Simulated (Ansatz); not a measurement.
## Ansatz (development build ahead of 0.2.0) run

```yaml
crystal:
  periodic: [false, false, false]
  atoms:
    - { symbol: C, position_ang: [0.0, 0.01705, -0.74546] }
    - { symbol: C, position_ang: [0.0, -0.0455, 0.85367] }
    - { symbol: H, position_ang: [1.00845, 0.01595, 1.46421] }
    - { symbol: H, position_ang: [-1.00845, 0.01595, 1.46421] }
    - { symbol: H, position_ang: [0.0, 1.14487, -1.15128] }
    - { symbol: H, position_ang: [0.96274, -0.50303, -1.21321] }
    - { symbol: H, position_ang: [-0.96274, -0.50303, -1.21321] }
basis:
  gaussian: { orbitals: cc-pVDZ }
magnetization:
  spin_polarized: true
  initial_magnetization: 1
hamiltonian:
  xc: hf
correlation:
  method: mp2
  frozen_orbitals: { C: 1, H: 0 }
```

The input is written out in the form of the current development build from the run's settings.

Results

```yaml
Converged: yes
Reference_energy: -78.57023 hartree
Correlation_energy: -0.27440 hartree
Total_energy: -78.84464 hartree
Spin_squared_of_the_determinant: 0.769
```
